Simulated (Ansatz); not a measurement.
A calculation on rock-salt CaO returned zone-centre TO phonon frequency 292 cm⁻¹, elastic constant C11 228 GPa, elastic constant C44 81.8 GPa, Voigt–Reuss–Hill shear modulus 82.7 GPa.

For reference: zone-centre TO phonon frequency 311 cm⁻¹ (measured, temperature not stated, not corrected to a static lattice; as tabulated in Roshan et al. (2021), arXiv:2110.13857); elastic constant C11 219 GPa (measured, room temperature, not corrected to a static lattice; as tabulated in Speziale et al. (2006), doi:10.1029/2005jb003823); elastic constant C44 80 GPa (measured, room temperature, not corrected to a static lattice; as tabulated in Speziale et al. (2006), doi:10.1029/2005jb003823).

Q: Which level of theory produced these numbers?
A) LC-ωPBE (Ansatz (an electronic-structure program))
B) PBE0 (Ansatz)
C) r²SCAN (Ansatz)
D) B3LYP (VWN-RPA form) (Ansatz)

A: A, LC-ωPBE (Ansatz)

The others give: PBE0 279 cm⁻¹, 222 GPa, 81.1 GPa, 80.8 GPa; r²SCAN 283 cm⁻¹, 231 GPa, 79.3 GPa, 81.9 GPa; B3LYP (VWN-RPA form) 268 cm⁻¹, 209 GPa, 80.9 GPa, 78.1 GPa.

Unless a cell is named, each level is at its own relaxed cell (B3LYP (VWN-RPA form) 14.10, LC-ωPBE 13.83, PBE0 13.80, r²SCAN 13.78 Å³/atom).

Ansatz's density-functional and Hartree–Fock values are scalar-relativistic unless marked +SOC, with PAW data made under PBE.
